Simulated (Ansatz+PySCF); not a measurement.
Values are calculated unless marked as measured or tabulated.
A run of PySCF 2.14.0 on doublet C₂H₆N at this shape:

```xyz
9

C     1.2571   -0.2523    0.0889
N     0.0940    0.4720   -0.1385
C    -1.1909   -0.1858    0.0313
H    -1.9921    0.4825   -0.2908
H     1.2543   -1.2817   -0.2501
H     2.1862    0.3018    0.0439
H     0.1158    1.4146    0.2258
H    -1.2241   -1.0774   -0.6008
H    -1.3884   -0.5049    1.0869
```

Its results:

```json
{
 "Converged": "yes",
 "Reference energy": "-133.66896 hartree",
 "Correlation energy": "-0.54291 hartree",
 "Total energy": "-134.21186 hartree",
 "Spin squared of the determinant": "0.763"
}
```

(1) Which input gives this output? Name the method, the orbitals and the basis set, and write the input.

## Answers

(1) UHF-MP2 in cc-pVTZ.

```python
from pyscf import gto, scf, mp

mol = gto.M(atom="""
C 1.257050 -0.252340 0.088920
N 0.093980 0.472020 -0.138520
C -1.190940 -0.185820 0.031300
H -1.992120 0.482550 -0.290760
H 1.254340 -1.281750 -0.250150
H 2.186150 0.301840 0.043930
H 0.115810 1.414600 0.225810
H -1.224090 -1.077440 -0.600840
H -1.388400 -0.504920 1.086850
""", basis='cc-pvtz', charge=0, spin=1)
mf = scf.UHF(mol)
mf.kernel()
pt = mp.MP2(mf, frozen=3).run()
print(mf.e_tot, pt.e_corr, pt.e_tot)
```
